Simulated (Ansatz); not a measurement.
**AlBH₂ (singlet): wave-function methods side by side at distance B1–Al2 = 7.806 Å, 6-31G**

How much of the correlation energy of AlBH₂ (singlet) does each wave-function method recover here?

Method: 6-31G, core rule «outside noble gas», up to 6 orbitals frozen; program: Ansatz 0.2.0, Gaussian basis.

The runs, in order: UHF; CCSD(T) on RHF; CCSD(T) on UHF; BCCD(T) on RHF; CISD; CCSDT(Q) on RHF; CCSDT(Q) on UHF; CCSDTQ on RHF; CCSDTQ on UHF; CASSCF and MRCISD+Q, 2 electrons in 2 orbitals; CASSCF and NEVPT2, 2 electrons in 2 orbitals; CASSCF and MRCISD+Q, 8 electrons in 10 orbitals; CASSCF and NEVPT4(SD), 8 electrons in 10 orbitals; CASSCF and NEVPT2, 8 electrons in 10 orbitals; Full CI; Full CI in the symmetry of the determinant.

### 1 What is computed

The geometry derives from a PBE0/def2-TZVP stationary point (not a proven minimum). One bond is set to the value named and the two fragments are kept rigid.

4 atoms, charge 0, spin multiplicity 1.

Atoms are counted from 1 here; the program's logs count them from 0.

Bond lengths: B1–H3 1.206 Å, B1–H4 1.206 Å. Angles: H3–B1–H4 112.9°.

### 2 UHF

Contents of in.yaml:

```yaml
crystal:
  periodic: [false, false, false]
  atoms:
    - {symbol: B, position_ang: [0.000000, 0.000000, 1.618182]}
    - {symbol: Al, position_ang: [0.000000, 0.000000, -6.187818]}
    - {symbol: H, position_ang: [0.000000, 1.004980, 2.284818]}
    - {symbol: H, position_ang: [0.000000, -1.004980, 2.284818]}
basis:
  gaussian: {orbitals: 6-31G}
magnetization: {spin_polarized: true, initial_magnetization: 0}
hamiltonian: {xc: hf}
output: {orbitals: {seedname: orbitals}}
```

Run with:

```bash
> ansatz run in.yaml --threads 1 --pin off --events-out ev --progress --plain --max-ram 3968MiB --backend cpu
```

The runs that follow: CCSD(T) on RHF; CCSD(T) on UHF; BCCD(T) on RHF; CISD; CCSDT(Q) on RHF; CCSDT(Q) on UHF; CCSDTQ on RHF; CCSDTQ on UHF; CASSCF and MRCISD+Q, 2 electrons in 2 orbitals; CASSCF and NEVPT2, 2 electrons in 2 orbitals; CASSCF and MRCISD+Q, 8 electrons in 10 orbitals; CASSCF and NEVPT4(SD), 8 electrons in 10 orbitals; CASSCF and NEVPT2, 8 electrons in 10 orbitals; Full CI; Full CI in the symmetry of the determinant.

Before running them: what should the planned runs give, taken together? Wanted: FCI below the RHF energy; RMP2 from FCI; UMP2 from FCI; RCCSD from FCI; RCCSD(T) from FCI; UCCSD(T) from FCI; RCCSDT(Q) from FCI; UCCSDT(Q) from FCI; NEVPT2 pair from FCI.

**Answer**, as computed:

| quantity | value |
| --- | --- |
| FCI below the RHF energy | -6.2413 eV |
| RMP2 from FCI | +16.28 kcal/mol |
| UMP2 from FCI | +17.42 kcal/mol |
| RCCSD from FCI | +6.53 kcal/mol |
| RCCSD(T) from FCI | -5.03 kcal/mol |
| UCCSD(T) from FCI | +0.20 kcal/mol |
| RCCSDT(Q) from FCI | -0.08 kcal/mol |
| UCCSDT(Q) from FCI | -0.02 kcal/mol |
| NEVPT2 pair from FCI | +17.52 kcal/mol |
| MRCISD+Q pair from FCI | -0.58 kcal/mol |
| NEVPT2 valence from FCI | +5.05 kcal/mol |
| levels within 1 kcal/mol (43 meV) | UCCSD, UCCSD(T), RCCSDT, UCCSDT, RCCSDT(Q), UCCSDT(Q), RCCSDTQ, UCCSDTQ, MRCISD+Q pair, NEVPT4(SD) valence, MRCISD valence, MRCISD+Q valence |
| T1 diagnostic | 0.086 |
| effectively unpaired electrons | 2.06 |

**Reading.** RCCSD(T) misses by -5.03 kcal/mol, 3.5 % of the correlation energy. CCSD(T) misses by -5.03 kcal/mol on the restricted determinant and by +0.20 kcal/mol on the unrestricted one; the two need not hold the same state or core. RCCSD(T), BCCD(T), RCCSDT(Q), MRCISD+Q pair fall below full CI, which methods that aren't variational can do. The occupations show strong static correlation (2.1 unpaired electrons where one determinant has 0). Of the multireference levels listed MRCISD+Q valence comes nearest in total energy (+0.03 kcal/mol), which doesn't show that its space is the better one. These misses are within one basis, not against nature.
